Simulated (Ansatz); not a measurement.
A made-up structure of Si₂H₃S (charge -1), singlet:

| atom | x (Å) | y (Å) | z (Å) |
| --- | --- | --- | --- |
| Si1 | -0.3086 | 0.3874 | -1.0936 |
| Si2 | 0.5395 | -0.2277 | 0.4787 |
| S3 | 0.9735 | -1.9965 | 0.8176 |
| H4 | -1.4384 | -0.7510 | -1.1987 |
| H5 | -0.9711 | 1.5346 | -0.1984 |
| H6 | 1.2050 | 1.0532 | 1.1945 |

It is relaxed with PBE-D4/def2-SVPD and then PBE0-D4/def2-TZVPD (Ansatz 0.2.0). Atoms count as bonded within 1.22 times the sum of their covalent radii (H–H: 0.88 Å). The end point is not checked to be a true minimum.

**Question.** Does its bonding change? (Judge from chemistry; the calculation decides.)

**Answer.** The calculation gives: No: no bond forms or breaks.

Where it ends: The first stage lowers the energy by 2.38 eV in 8 steps. It ends as Si₂H₃S ([SiH2][SiH][S]), total charge -1:
Si1  (-0.497, 0.497, -1.200)
Si2  (0.656, -0.312, 0.580)
S3  (1.319, -2.120, 1.123)
H4  (-1.616, -0.510, -1.361)
H5  (-1.201, 1.616, -0.449)
H6  (1.340, 0.828, 1.306)
(Å)

Labels in which every atom is bracketed show which atoms are joined, not bond orders.

For scale, one of the runs: PBE0-D4/def2-TZVPD relaxation, 159 basis functions, launched by `ansatz run in.yaml --threads 2 --pin off --events-out ev --progress --plain --max-ram 4352MiB`. The run took about 16 s on 2 CPU threads of an Intel Xeon 6975P-C (shared host).
